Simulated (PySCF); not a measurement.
HN₂, SMILES N#[NH+], charge +1. The structure is a stationary point at PBE0-D3(BJ)/def2-TZVPD. The isomer is the one that the SMILES or the coordinates give; other isomers of the formula were not compared.

All values below come from PBE0-D3(BJ)/def2-TZVPD (PySCF).

Harmonic wavenumbers (cm⁻¹): 734, 734, 2418, 3404. Rotational constants (GHz): 47.41 (linear); symmetry number 1.

Work out the zero-point energy and the ideal-gas rigid-rotor harmonic-oscillator thermochemistry at 298.15 K and 1 atm.

ZPE = ½ Σ hcν = ½ × 7291 cm⁻¹ = 43.61 kJ/mol. H − E(el) = 52.81 kJ/mol. Entropy in J/(mol K): translation 150.75, rotation 48.85, vibration 2.24, total 201.84. G − E(el) = -7.37 kJ/mol. Cp = 35.51 J/(mol K).
